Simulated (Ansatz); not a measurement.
# CH₆Si: a ladder of functionals and wavefunction methods

One table from this session's results is given with a row withheld; the runs are named, their logs left out.

The runs use Ansatz 0.2.0, Gaussian basis; functionals in def2-TZVPP, the program's frozen cores in correlated methods.

Levels to be run: LDA (SPW92), PBE-D4, revPBE-D4, BLYP-D4, r2SCAN-D4, B97M-V, PBE0-D4, B3LYP-D4, r2SCANh-D4, r2SCAN0-D4, HSE06-D4, BHLYP-D4, CAM-B3LYP-D4, LC-ωPBE, ωB97X-V, ωB97M-V, B2PLYP, PBE-QIDH; CCSD(T)/def2-SVP; CCSD(T)/def2-TZVPP; CCSD(T)/def2-QZVPP; extrapolation to the limit; RPA on PBE.

## The geometry

All runs share one geometry, relaxed beforehand with PBE0-D4 in a triple-zeta def2 set.

SMILES `C[SiH3]`, 8 atoms, charge 0, spin multiplicity 1.

Atoms are counted from 1 here; the program's logs count them from 0.

Bond lengths: C1–Si2 1.871 Å, C1–H3 1.092 Å, C1–H4 1.092 Å, C1–H5 1.092 Å, Si2–H6 1.488 Å, Si2–H7 1.488 Å, Si2–H8 1.488 Å. Angles: Si2–C1–H3 110.8°, Si2–C1–H4 110.8°, Si2–C1–H5 110.8°, H3–C1–H4 108.1°, H3–C1–H5 108.1°, H4–C1–H5 108.1°, C1–Si2–H6 110.7°, C1–Si2–H7 110.7°, C1–Si2–H8 110.7°, H6–Si2–H7 108.2°, H6–Si2–H8 108.2°, H7–Si2–H8 108.2°.

The first run:

in.yaml

```yaml
crystal:
  periodic: [false, false, false]
  atoms:
    - {symbol: C, position_ang: [-0.169989, 0.232649, -0.947362]}
    - {symbol: Si, position_ang: [0.173933, -0.221708, 0.834524]}
    - {symbol: H, position_ang: [-1.229034, 0.105715, -1.182287]}
    - {symbol: H, position_ang: [0.406739, -0.398799, -1.626717]}
    - {symbol: H, position_ang: [0.098484, 1.273513, -1.140750]}
    - {symbol: H, position_ang: [-0.614764, 0.638065, 1.758206]}
    - {symbol: H, position_ang: [1.616791, -0.045602, 1.153256]}
    - {symbol: H, position_ang: [-0.190161, -1.640832, 1.095229]}
basis:
  gaussian: {orbitals: def2-TZVPP}
hamiltonian: {xc: lda}
output: {orbitals: {seedname: orbitals}}
```

On the command line:

```sh
$ ansatz run in.yaml --threads 2 --pin off --events-out ev --progress --plain --max-ram 32768MiB --backend cpu
```

Among the steps run: LDA; PBE-D4 (GGA); revPBE-D4 (GGA); BLYP-D4 (GGA); r2SCAN-D4 (meta-GGA); B97M-V (meta-GGA); B3LYP-D4 (hybrid); r2SCANh-D4 (hybrid); r2SCAN0-D4 (hybrid); HSE06-D4 (hybrid); BHLYP-D4 (hybrid); CAM-B3LYP-D4 (range-separated); LC-ωPBE (range-separated); ωB97X-V (range-separated); ωB97M-V (range-separated); B2PLYP (double hybrid); PBE-QIDH (double hybrid).

One table of the session follows, with a row left open; its other results are not shown here.

It belongs to the step «Orbital energies across the functionals». 

| functional | HOMO (eV) | LUMO (eV) | gap (eV) |
| --- | --- | --- | --- |
| LDA (SPW92) | -7.99 | -0.25 | 7.74 |
| PBE-D4 | -7.91 | -0.09 | 7.82 |
| revPBE-D4 | -7.87 | -0.02 | 7.85 |
| BLYP-D4 | -7.78 | -0.04 | 7.75 |
| r2SCAN-D4 | -8.21 | 0.49 | 8.70 |
| B97M-V | -8.33 | 0.03 | 8.36 |
| PBE0-D4 | -9.23 | 0.69 | 9.92 |
| B3LYP-D4 | -9.00 | 0.42 | 9.42 |
| r2SCANh-D4 | ? | ? | ? |
| r2SCAN0-D4 | -9.42 | 1.08 | 10.50 |
| HSE06-D4 | -8.82 | 0.32 | 9.14 |
| BHLYP-D4 | -10.46 | 1.35 | 11.81 |
| CAM-B3LYP-D4 | -10.63 | 1.51 | 12.14 |
| LC-ωPBE | -12.04 | 2.72 | 14.76 |
| ωB97X-V | -11.66 | 2.55 | 14.21 |
| ωB97M-V | -11.49 | 2.15 | 13.64 |

**Question.** Estimate the row for r2SCANh-D4.

Worked estimate for «HOMO (eV)». Against the share of exact exchange, r2SCAN-D4 (0, -8.21), r2SCAN0-D4 (0.25, -9.42) give a slope of -4.84 per unit share; at 0.1 the line stands at -8.69.

The run gave: HOMO (eV): -8.69; LUMO (eV): 0.73; gap (eV): 9.43. In «HOMO (eV)» the line misses by 0.00.
